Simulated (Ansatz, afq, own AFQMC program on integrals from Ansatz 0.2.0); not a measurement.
AFQMC on a folder of integrals that Ansatz 0.2.0 wrote.

```yaml
crystal:
  periodic: [false, false, false]
  atoms:
    - {symbol: C, position_ang: [0.841262, -2.378243, 2.440274]}
    - {symbol: O, position_ang: [1.097847, -1.211256, 1.815447]}
    - {symbol: H, position_ang: [-0.142444, -2.413579, 2.954673]}
    - {symbol: H, position_ang: [0.985600, -3.278631, 1.806429]}
    - {symbol: H, position_ang: [1.604076, -2.457421, 3.251868]}
basis:
  gaussian: {orbitals: def2-SVP}
magnetization: {spin_polarized: true, initial_magnetization: 1}
correlation: {method: ccsd_t, electrons: outside_noble_gas, hamiltonian_folder: ham}
```

```sh
$ ansatz run in.yaml --threads 1 --pin off --events-out ev --progress --plain --max-ram 24576MiB --backend cuda --devices 0, --max-vram 18GiB
```

Options of the walk:

```
--method free --trial cisd --walkers 4000 --time-step 0.03 --max-blocks 4000 --target-error 0.00025 --factor-cut 1e-05 --seed 5106 --times 0,0.21,0.42,0.81,1.2,1.8,2.4,3 --taylor-order 8
```

Times are imaginary, in 1/Eh. The walk had a cap of 66 s.

Output of the walk:

```
orbitals 41  electrons 7 6  factors 322 of 433
reference energy -114.33091396 Eh
CCSD correlation -0.31801095 Eh in 17 cycles, weight of the determinant in the CISD state 0.8988
repeat  energy at the last time / Eh  error
    10  -114.656811  0.000203
    20  -114.656782  0.000137
time / (1/Eh)  energy / Eh  error  mean overlap
  0.00  -114.649018  0.000042  1.1128
  0.21  -114.653689  0.000063  1.1118
  0.42  -114.655263  0.000069  1.1115
  0.81  -114.656240  0.000074  1.1123
  1.20  -114.656625  0.000073  1.1120
  1.80  -114.656569  0.000125  1.1163
  2.40  -114.656710  0.000112  1.1189
  3.00  -114.656845  0.000128  1.1171
energy -114.656845 +/- 0.000128 Eh
```

The run passed its tests (error under three times the target), which doesn't prove that it has relaxed, ending at its cap on processor time.

Against this walk (error 3.5 meV) on the same determinant: CCSD(T) 32.8 meV higher, CCSDT(Q) 2.8 meV higher (within the noise). The error is statistical, and a free projection of finite length keeps a remainder of its start. The last points still move (meV from the last: 16.5 ± 2.0 at 0.81, 6.0 ± 2.0 at 1.20, 8 ± 3 at 1.80, 4 ± 3 at 2.40, 0 ± 3 at 3.00), but the last one has reached CCSDT(Q) within the noise or passed it, so little can be left to fall.

Cautions: remainder of the start not in the error.

The walk took 67 s on 2 threads of a server CPU with a shared H100 80 GB, shared host (the card was shared). The log's last line is the free-projection energy.

CCSDT and higher add their correlation energy to the determinant of the CCSD(T) run, since their own runs factorise the integrals more tightly (a shift of under 2 meV).
